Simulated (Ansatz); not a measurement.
Results of PBEsol in Ansatz (PAW) for rhombohedral A7 As.

Numerical settings: plane-wave cutoff 520 eV, 20×20×20 k mesh, Fermi–Dirac smearing 0.08 eV (set by the program), scalar-relativistic PAW data made under PBE.

Computed at the level's own relaxed cell.

Elastic tensor (GPa, Voigt notation, ions relaxed):

```
  143.2    48.2    31.1   -27.5     0.0     0.0
   48.2   143.2    31.1    27.5     0.0     0.0
   31.1    31.1    56.1     0.0     0.0     0.0
  -27.5    27.5     0.0    50.3     0.0     0.0
    0.0     0.0     0.0     0.0    50.3   -27.5
    0.0     0.0     0.0     0.0   -27.5    47.5
```

Work out the Voigt, Reuss and Hill averages of the bulk and shear moduli, Young's modulus and Poisson's ratio from the printed constants.

K_V = [C11 + C22 + C33 + 2(C12 + C13 + C23)]/9 = [342.5 + 2 × 110.4]/9 = 62.6 GPa. G_V = [342.5 − 110.4 + 3 × 148.1]/15 = 45.1 GPa. From the compliances S = C⁻¹, K_R = 49.1 and G_R = 30.8 GPa. Hill means: K = 55.9, G = 38.0 GPa. E = 9KG/(3K + G) = 93 GPa, ν = (3K − 2G)/(6K + 2G) = 0.22, K/G = 1.47.

Note: the cell comes from a level without a dispersion term, which matters for the spacing of layers, chains or molecules.

Computed values are for the static lattice.

Ansatz is a program for electronic structure.
